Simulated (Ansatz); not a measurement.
Eight cases of atomisation energy with Al to Br (electronic energies, kcal/mol), geometries: B3LYP-D3(BJ)/def2-TZVP. Functionals by Ansatz (a first-principles code) in def2-TZVPD; columns hold the difference against the high level (Ansatz, AFQMC by cisd_afqmc): A = CCSD(T)/CBS(cc-pV(T+d)Z,cc-pV(Q+d)Z) + [CCSDT(Q) - CCSD(T)]/cc-pV(D+d)Z + core + X2C; B = CCSD(T)/CBS(cc-pV(T+d)Z,cc-pV(Q+d)Z) + [CCSDT(Q) - CCSD(T)]/cc-pV(T+d)Z + core + X2C; C = CCSD(T)/CBS(cc-pVQZ,cc-pV5Z) + [CCSDT(Q) - CCSD(T)]/cc-pVTZ; D = CCSD(T)/CBS(def2-TZVPP,def2-QZVPP) + [CCSDT(Q) - CCSD(T)]/def2-SVP; E = CCSD(T)/CBS(def2-TZVPP,def2-QZVPP) + [CCSDT(Q) - CCSD(T)]/def2-TZVPP. The cases were drawn at random from those of this class that have a high level and all functionals, leaving out states under which another spin lies or may lie. Left out are anions, K, Ca, elements past Kr, ionisation of Li, Na and Mg, pi-pi* triplets of linear molecules and other triplets made from a closed-shell parent. Runs that doubt their state, and full CI more than 15 mEh from coupled cluster, are set aside; a case stays where another high level and all functionals remain. AFQMC serves as high level only in triple zeta or larger, with a steady walk, a bar under 0.8 kcal/mol and agreement with other high levels or trials where they ran; where none ran, an unstable determinant or (outside 3d species) a high T1 diagnostic also bars it, so strongly correlated cases are thinned. No case was kept or dropped by the size of a functional's miss. Each difference is the functional minus the high level; affinities count positive where energy is released, gaps as the second state minus the first. UHF or UKS for unpaired electrons; spin-orbit terms are left out. Cores are frozen in correlated methods (noble-gas shells, and filled d and f shells in the p block). Rows without X2C or -DK are non-relativistic. CBS(X,Y): correlation extrapolated as X^-3, Hartree-Fock from the larger set (Q,5: extrapolated as (X+1)exp(-9√X)). A bracket is a step between two methods taken in the basis named. The functionals are non-relativistic, so their misses hold any scalar relativity. 'core' is core correlation in cc-pwCVTZ (1s frozen past Ne), 'X2C' scalar relativity in cc-pVTZ-DK, both at CCSD(T). Where a partner has so few electrons that a lower coupled-cluster level is exact, that level stands in. Spin-orbit terms, left out, reach several kcal/mol for Br and I, and more for heavier atoms. The UHF reference of H3Si2 ([Si][SiH3], doublet) is spin-contaminated (<S^2> up to 0.28 over the pure value in the sets run). The spin of Br2Ga ([Br][Ga][Br], doublet) was assumed, and the state is the lowest solution found for it. The spin of AlBr2 ([Br][Al][Br], doublet) was assumed, and the state is the lowest solution found for it.

```
case                                    level  value    PBE  CAM-B3LYP   PBE0
--------------------------------------  -----  -----  -----  ---------  -----
H4Si2O2 (SMILES [SiH2]1O[SiH2]O1)           A  726.8  -13.4       -8.0  -23.2
GaBr2 (SMILES [Ga]([Br])[Br], doublet)      C  146.2    1.5       -9.6   -0.8
AlBr2 (SMILES [Br][Al][Br], doublet)        D  168.5    0.9       -8.4   -0.6
CH2NS (SMILES N[C]=S, doublet)              A  416.9   24.9        2.1    6.6
CCl4 (SMILES ClC(Cl)(Cl)Cl)                 A  315.5   18.3      -16.0    3.0
Si2H3 (SMILES [Si][SiH3], doublet)          B  287.5   -4.8       -1.3   -5.3
SiAsH5 (SMILES [AsH2][SiH3])                E  436.7   -6.6        1.5   -8.3
C2H5S (SMILES C[CH]S, doublet)              A  670.1   11.6       -1.0    2.7
```

Over these rows, PBE: mean +4.1, mean absolute 10.3, median absolute 9.1, largest +24.9; CAM-B3LYP: mean -5.1, mean absolute 6.0, median absolute 5.1, largest -16.0; PBE0: mean -3.2, mean absolute 6.3, median absolute 4.2, largest -23.2 kcal/mol. PBE lies above in 5 and below in 3 of the eight.
